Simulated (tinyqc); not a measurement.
Inside a calculation. Method: Hueckel theory of the pi electrons, for the molecule C=CC=CC=C (SMILES; centres numbered as the heavy atoms are written). Computed by tinyqc, a small Python program that keeps every step. Settings: charge = 0. Command: `OMP_NUM_THREADS=1 python tinyqc.py 23646 23647 out.jsonl` (the two numbers bound the seeds that draw the settings). One thread of a shared host (Intel(R) Xeon(R) Processor @ 2.60GHz), about 0.01 s of CPU time with the checks.

## The Hueckel matrix

Centres:
```
centre  z_r, pi electrons of the neutral centre         h
1C                                            1  0.000000
2C                                            1  0.000000
3C                                            1  0.000000
4C                                            1  0.000000
5C                                            1  0.000000
6C                                            1  0.000000
```

Bonds:
```
i  j  k
1  2  1
2  3  1
3  4  1
4  5  1
5  6  1
```

H_rr = alpha + h_r beta, H_rs = k_rs beta for bonded centres.

Hueckel matrix in units of beta (H = alpha + beta A), lower triangle:
```
          1C        2C        3C        4C        5C        6C
1C  0.000000
2C  1.000000  0.000000
3C  0.000000  1.000000  0.000000
4C  0.000000  0.000000  1.000000  0.000000
5C  0.000000  0.000000  0.000000  1.000000  0.000000
6C  0.000000  0.000000  0.000000  0.000000  1.000000  0.000000
```

## Orbitals

pi electrons, sum of z_r less the charge = 6

Diagonalise; E = alpha + x beta with beta < 0, so the largest x are filled first; degenerate levels share their electrons. P = sum n_i c_ri c_si; each orbital has its largest coefficient positive (the first on a tie).

x values: 1.801938  1.246980  0.445042  -0.445042  -1.246980  -1.801938

occupations: 2.000000  2.000000  2.000000  0.000000  0.000000  0.000000

coefficients:
```
         MO1        MO2        MO3        MO4        MO5        MO6
1C  0.231921   0.417907   0.521121   0.521121  -0.417907   0.231921
2C  0.417907   0.521121   0.231921  -0.231921   0.521121  -0.417907
3C  0.521121   0.231921  -0.417907  -0.417907  -0.231921   0.521121
4C  0.521121  -0.231921  -0.417907   0.417907  -0.231921  -0.521121
5C  0.417907  -0.521121   0.231921   0.231921   0.521121   0.417907
6C  0.231921  -0.417907   0.521121  -0.521121  -0.417907  -0.231921
```

charge and bond-order matrix P, lower triangle:
```
           1C         2C         3C        4C        5C        6C
1C   1.000000
2C   0.871119   1.000000
3C   0.000000   0.483435   1.000000
4C  -0.387685   0.000000   0.784851  1.000000
5C   0.000000  -0.086268   0.000000  0.483435  1.000000
6C   0.301417   0.000000  -0.387685  0.000000  0.871119  1.000000
```

## Energy, charges, bond orders

E = sum n x; q_r = z_r - P_rr; bond order p = P_rs; free valence = sqrt(3) - sum of p over the bonds of the atom.

pi energy = 6 alpha + this times beta = 6.987918

pi charges: 1C 0.000000, 2C 0.000000, 3C 0.000000, 4C 0.000000, 5C 0.000000, 6C 0.000000

Bond orders and lengths from R = 1.517 - 0.180 p (angstrom, C-C alone):
```
bond         p         R
1-2   0.871119  1.360199
2-3   0.483435  1.429982
3-4   0.784851  1.375727
4-5   0.483435  1.429982
5-6   0.871119  1.360199
```

free valence of the carbons: 1C 0.860932, 2C 0.377497, 3C 0.463765, 4C 0.463765, 5C 0.377497, 6C 0.860932

gap between the highest filled and the next level = 0.890084 |beta|
